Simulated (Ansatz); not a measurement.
A nudged elastic band was laid between two geometries of C₂H₄ClF (8 atoms, charge 0, multiplicity 1).

Method: RHF/def2-SVP in Ansatz.

```json
{
 "movable images": "5",
 "climbing image": "yes",
 "spring": "5.0 eV/Å²",
 "optimiser": "quadratic models (default)",
 "start path": "through a guess of the saddle point",
 "force threshold": "0.03 eV/Å",
 "iteration limit": "60",
 "end points": "relaxed"
}
```

First end point:

```xyz
8
Properties=species:S:1:pos:R:3
F -1.077 -1.233 0.528
C 0.099 -0.649 0.252
Cl 0.891 -1.568 -1.060
H 0.740 -0.755 1.121
C -0.119 0.787 -0.141
H 0.832 1.273 -0.350
H -0.749 0.837 -1.028
H -0.616 1.307 0.678
```

Last end point:

```xyz
8
Properties=species:S:1:pos:R:3
F -1.429 0.195 2.068
C 0.641 -0.560 -0.315
Cl 0.969 -1.810 -1.472
H 0.709 -0.895 0.711
C 0.342 0.678 -0.653
H 0.154 1.409 0.124
H 0.284 0.995 -1.686
H -1.670 -0.012 1.223
```

Task: What changes between the two ends?

Result: Bonds broken: F1–C2, C5–H8. Bonds formed: F1–H8. C2H4ClF becomes C2H3Cl + FH.

Task: What energy profile does the band end with?

Result: It converged. The highest image is number 3 of 0 to 6, 361.0 kJ/mol above the first end and 275.2 kJ/mol above the last; the last end lies 85.8 kJ/mol above the first. Neighbouring images differ by up to 3.3 eV, so the band resolves the path poorly. A vibrational analysis at the climbing image gives one clearly imaginary mode, 2029i cm⁻¹: a first-order saddle point. The orbitals stay closed-shell, which can raise the energy where a bond breaks towards radicals; this wasn't checked here.

| image | path coordinate (Å) | energy (kJ/mol) | F1–C2 (Å) | C5–H8 (Å) | F1–H8 (Å) |
| --- | --- | --- | --- | --- | --- |
| 0 | 0.00 | 0.0 | 1.34 | 1.09 | 2.59 |
| 1 | 0.80 | 11.0 | 1.34 | 1.09 | 2.37 |
| 2 | 1.59 | 40.5 | 1.37 | 1.08 | 1.98 |
| 3 | 2.39 | 361.0 | 1.98 | 1.29 | 1.30 |
| 4 | 3.29 | 101.6 | 2.73 | 2.14 | 0.91 |
| 5 | 4.20 | 86.8 | 3.30 | 2.59 | 0.90 |
| 6 | 5.11 | 85.8 | 3.25 | 2.84 | 0.90 |

Task: What is the geometry of the highest image?

Result: 
```xyz
8
Properties=species:S:1:pos:R:3:forces:R:3
F -1.173 -0.700 1.131 0.00 0.01 0.00
C 0.454 -0.505 0.021 -0.02 -0.02 0.00
Cl 0.323 -1.800 -1.060 0.01 0.01 0.00
H 1.038 -0.721 0.900 0.01 0.00 0.00
C 0.032 0.790 -0.308 -0.01 0.00 0.00
H 0.520 1.597 0.226 0.01 0.01 0.00
H -0.260 0.980 -1.332 0.01 0.01 -0.01
H -0.935 0.359 0.422 -0.01 -0.01 0.02
```

The run took 3.9 min on 1 thread of Arm Neoverse N1 (shared host), peak memory 0.14 GiB.
